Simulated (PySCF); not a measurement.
## What binds BS: the parts of the energy along the bond

State: ²Σ⁺, doublet, unpaired electrons σ ↑. ROHF-based CCSD(T) in PySCF 2.14 with B cc-pVTZ, S cc-pV(T+d)Z and B cc-pVQZ, S cc-pV(Q+d)Z (frozen core orbitals: 6; no relativity). Correlation energies are extrapolated as n⁻³ (n = 3, 4), Hartree–Fock as (n+1)·exp(−9√n). CV is the change on freezing 1 orbitals instead, in B cc-pwCVTZ, S cc-pwCVTZ. SR is the spin-free X2C energy in B cc-pVTZ-DK, S cc-pVTZ-DK less the non-relativistic one in B cc-pVTZ, S cc-pVTZ. All energies in eV from B + S.

| R (Å) | HF/CBS | CCSD corr. | (T) | CV | SR | total |
| --- | --- | --- | --- | --- | --- | --- |
| 1.4218 | -3.284 | -1.207 | -0.2220 | -0.0894 | 0.0027 | -4.799 |
| 1.4865 | -3.909 | -1.224 | -0.2425 | -0.0718 | 0.0065 | -5.441 |
| 1.5511 | -4.196 | -1.248 | -0.2652 | -0.0570 | 0.0091 | -5.757 |
| 1.6157 | -4.233 | -1.277 | -0.2899 | -0.0445 | 0.0107 | -5.834 |
| 1.6803 | -4.089 | -1.311 | -0.3162 | -0.0340 | 0.0115 | -5.739 |
| 1.7611 | -3.734 | -1.359 | -0.3504 | -0.0232 | 0.0118 | -5.455 |
| 1.8419 | -3.257 | -1.411 | -0.3838 | -0.0146 | 0.0114 | -5.055 |

A fit to the total gives Re = 1.6088 Å, De = 5.835 eV, ωe = 1187.1 cm⁻¹, Be = 0.7953 cm⁻¹ (masses 11.0093 and 31.9721 u).

Question: At R = 1.6157 Å the CCSD correlation energy is -0.253386 hartree in the smaller basis and -0.268974 in the larger. Extrapolate it.

Answer: (4³·E4 − 3³·E3)/(4³ − 3³) = -0.28035 hartree; the larger basis holds 95.9 % of it.

The T1 diagnostic is 0.032. The state was picked by a PBE0 search and need not be the measured ground state. Spin–orbit coupling, excitations beyond (T) and corrections to the Born–Oppenheimer picture are left out.
